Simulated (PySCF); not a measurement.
Compound: C2H6OS.
Atom-mapped SMILES: `[CH3:1][S:2]([CH3:3])=[O:4]` (hydrogens: H5, H6, H7 on C1; H8, H9, H10 on C3)

The same species was optimised twice, with GFN2-xTB and with PBE0-D3(BJ)/def2-SVP (PySCF), and the same property calculations (PySCF, gas phase) were run on both structures.

```
   coordinate  GFN2-xTB  PBE0-D3(BJ)/def2-SVP  change
    S2=O4 (Å)     1.461                 1.500  +0.039
    C1–S2 (Å)     1.851                 1.814  -0.037
    S2–C3 (Å)     1.851                 1.816  -0.035
   C3–H10 (Å)     1.084                 1.100  +0.016
    C1–H6 (Å)     1.084                 1.099  +0.015
    C3–H8 (Å)     1.084                 1.100  +0.016
    C1–H7 (Å)     1.084                 1.100  +0.016
    C3–H9 (Å)     1.085                 1.098  +0.013
    C1–H5 (Å)     1.085                 1.098  +0.013
S2–C3–H10 (°)     108.6                 111.0    +2.4
 C1–S2–C3 (°)      94.6                  96.6    +2.0
 S2–C1–H6 (°)     108.6                 110.7    +2.1
 S2–C3–H9 (°)     107.7                 106.0    -1.7
 S2–C1–H5 (°)     107.6                 106.0    -1.6
 S2–C3–H8 (°)     109.6                 108.4    -1.2
 S2–C1–H7 (°)     109.5                 108.7    -0.8
H8–C3–H10 (°)     111.2                 111.7    +0.5
```

Rotational constants: A = 6905, B = 6742, C = 4154 MHz (GFN2-xTB) against A = 6959, B = 6791, C = 4174 MHz (PBE0-D3(BJ)/def2-SVP). Point groups within 0.08 Å: Cs and Cs.

On the GFN2-xTB structure: HOMO (eV) -6.63 [PBE0/pcSseg-1]; LUMO (eV) 0.93 [PBE0/pcSseg-1]; dipole (D) 3.77 [PBE0/pcSseg-1]; GIAO shielding of C1/C3 (mean) (ppm) 139.0 [PBE0/pcSseg-1]; GIAO shielding of S2 (ppm) 197.8 [PBE0/pcSseg-1]; GIAO shielding of O4 (ppm) 274.9 [PBE0/pcSseg-1].

Q: What do these properties become on the PBE0-D3(BJ)/def2-SVP structure?

A: 
```json
{"property": "HOMO (eV)", "level": "PBE0/pcSseg-1", "on GFN2-xTB": "-6.63", "on PBE0-D3(BJ)/def2-SVP": "-6.55", "change": "+0.08"}
{"property": "LUMO (eV)", "level": "PBE0/pcSseg-1", "on GFN2-xTB": "0.93", "on PBE0-D3(BJ)/def2-SVP": "1.10", "change": "+0.17"}
{"property": "dipole (D)", "level": "PBE0/pcSseg-1", "on GFN2-xTB": "3.77", "on PBE0-D3(BJ)/def2-SVP": "4.06", "change": "+0.29"}
{"property": "energy, GFN2-xTB geometry as zero (kcal/mol)", "level": "PBE0/pcSseg-1", "on GFN2-xTB": "0.0", "on PBE0-D3(BJ)/def2-SVP": "-2.2", "change": "-2.2"}
{"property": "GIAO shielding of C1/C3 (mean) (ppm)", "level": "PBE0/pcSseg-1", "on GFN2-xTB": "139.0", "on PBE0-D3(BJ)/def2-SVP": "140.0", "change": "+1.0"}
{"property": "GIAO shielding of S2 (ppm)", "level": "PBE0/pcSseg-1", "on GFN2-xTB": "197.8", "on PBE0-D3(BJ)/def2-SVP": "214.7", "change": "+16.9"}
{"property": "GIAO shielding of O4 (ppm)", "level": "PBE0/pcSseg-1", "on GFN2-xTB": "274.9", "on PBE0-D3(BJ)/def2-SVP": "265.3", "change": "-9.6"}
```

The heavy atoms differ by 0.023 Å rms after alignment. Among all bonds S2=O4 changes most (+0.039 Å). Changes are differences of the printed values. Neither structure is proved a minimum here.
